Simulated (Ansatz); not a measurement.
Born–Oppenheimer molecular dynamics of CHBCl (4 atoms, charge 0, multiplicity 2). It starts from a relaxed structure.

Method: UKS PBE-D4/def2-SVP (Ansatz 0.2.0).

| Quantity | Value |
| --- | --- |
| ensemble | NVT, Nosé–Hoover chain |
| time step | 0.25 fs |
| steps asked | 45 |
| set temperature | 500 K |
| thermostat | time constant 20 fs, chain length 5 |
| seed | 853070 |

Frames 0.25 fs apart, positions in Å, forces in eV/Å.

Velocities at 0.0 fs (Å/ps):

```
C -6.74 7.50 -3.33
B 2.13 -0.44 -5.95
Cl 1.61 -2.22 2.59
H 0.74 -6.43 12.54
```

```xyz
4
Properties=species:S:1:pos:R:3:forces:R:3 time_fs=0.0 energy_less_start_eV=0.000 T=500
C -0.473 0.554 -0.413 0.00 0.00 0.00
B 0.300 -0.351 0.261 0.00 0.00 0.00
Cl 1.262 -1.475 1.099 0.00 0.00 0.00
H -1.088 1.272 -0.948 0.00 0.00 0.00
4
Properties=species:S:1:pos:R:3:forces:R:3 time_fs=0.2 energy_less_start_eV=0.001 T=497
C -0.475 0.555 -0.414 0.19 -0.22 0.16
B 0.301 -0.351 0.260 -0.05 0.06 -0.04
Cl 1.262 -1.476 1.100 -0.02 0.02 -0.02
H -1.088 1.271 -0.945 -0.11 0.13 -0.10
4
Properties=species:S:1:pos:R:3:forces:R:3 time_fs=0.5 energy_less_start_eV=0.003 T=489
C -0.477 0.557 -0.415 0.38 -0.44 0.33
B 0.301 -0.351 0.258 -0.11 0.12 -0.08
Cl 1.263 -1.476 1.101 -0.04 0.05 -0.04
H -1.088 1.269 -0.941 -0.23 0.27 -0.20
4
Properties=species:S:1:pos:R:3:forces:R:3 time_fs=0.8 energy_less_start_eV=0.006 T=476
C -0.478 0.559 -0.415 0.56 -0.65 0.48
B 0.302 -0.351 0.257 -0.16 0.18 -0.12
Cl 1.263 -1.477 1.101 -0.06 0.07 -0.06
H -1.088 1.268 -0.938 -0.34 0.40 -0.30
4
Properties=species:S:1:pos:R:3:forces:R:3 time_fs=1.0 energy_less_start_eV=0.010 T=460
C -0.480 0.561 -0.416 0.74 -0.86 0.63
B 0.302 -0.351 0.255 -0.21 0.23 -0.15
Cl 1.263 -1.477 1.102 -0.08 0.10 -0.09
H -1.088 1.267 -0.936 -0.45 0.52 -0.39
4
Properties=species:S:1:pos:R:3:forces:R:3 time_fs=1.2 energy_less_start_eV=0.015 T=441
C -0.482 0.563 -0.417 0.90 -1.04 0.76
B 0.303 -0.351 0.254 -0.25 0.28 -0.18
Cl 1.264 -1.478 1.103 -0.10 0.12 -0.11
H -1.089 1.266 -0.933 -0.55 0.63 -0.47
4
Properties=species:S:1:pos:R:3:forces:R:3 time_fs=1.5 energy_less_start_eV=0.020 T=422
C -0.483 0.564 -0.418 1.05 -1.21 0.88
B 0.303 -0.351 0.252 -0.30 0.33 -0.21
Cl 1.264 -1.478 1.103 -0.12 0.15 -0.13
H -1.090 1.265 -0.931 -0.63 0.73 -0.54
4
Properties=species:S:1:pos:R:3:forces:R:3 time_fs=1.8 energy_less_start_eV=0.025 T=404
C -0.485 0.566 -0.418 1.17 -1.35 0.98
B 0.304 -0.351 0.251 -0.33 0.37 -0.23
Cl 1.265 -1.479 1.104 -0.14 0.17 -0.15
H -1.091 1.265 -0.929 -0.69 0.80 -0.60
4
Properties=species:S:1:pos:R:3:forces:R:3 time_fs=2.0 energy_less_start_eV=0.029 T=388
C -0.486 0.568 -0.419 1.27 -1.46 1.06
B 0.304 -0.351 0.249 -0.37 0.41 -0.25
Cl 1.265 -1.480 1.104 -0.16 0.20 -0.17
H -1.092 1.266 -0.927 -0.74 0.85 -0.63
4
Properties=species:S:1:pos:R:3:forces:R:3 time_fs=2.2 energy_less_start_eV=0.032 T=376
C -0.487 0.569 -0.420 1.34 -1.54 1.11
B 0.304 -0.351 0.248 -0.40 0.44 -0.27
Cl 1.265 -1.480 1.105 -0.18 0.23 -0.20
H -1.094 1.267 -0.926 -0.76 0.88 -0.65
4
Properties=species:S:1:pos:R:3:forces:R:3 time_fs=2.5 energy_less_start_eV=0.034 T=369
C -0.489 0.571 -0.420 1.38 -1.59 1.14
B 0.305 -0.351 0.246 -0.42 0.46 -0.28
Cl 1.266 -1.481 1.106 -0.20 0.25 -0.22
H -1.097 1.268 -0.925 -0.76 0.87 -0.65
4
Properties=species:S:1:pos:R:3:forces:R:3 time_fs=2.8 energy_less_start_eV=0.035 T=366
C -0.490 0.572 -0.421 1.39 -1.60 1.15
B 0.305 -0.351 0.245 -0.44 0.48 -0.28
Cl 1.266 -1.481 1.106 -0.22 0.28 -0.24
H -1.100 1.270 -0.925 -0.73 0.84 -0.63
```

Of the whole run (11 fs, mean temperature of the second half 224 K): The conserved energy stayed within 0.041 meV per atom of its start (net change 0.021 meV per atom), so the integration is sound. The mean temperature of the second half is 55 % below the set value. A run of 0.011 ps of so small a system gives no equilibrium averages.

The run took 8.1 min on 1 thread of Arm Neoverse V1, with other jobs on the host, peak memory 0.11 GiB.
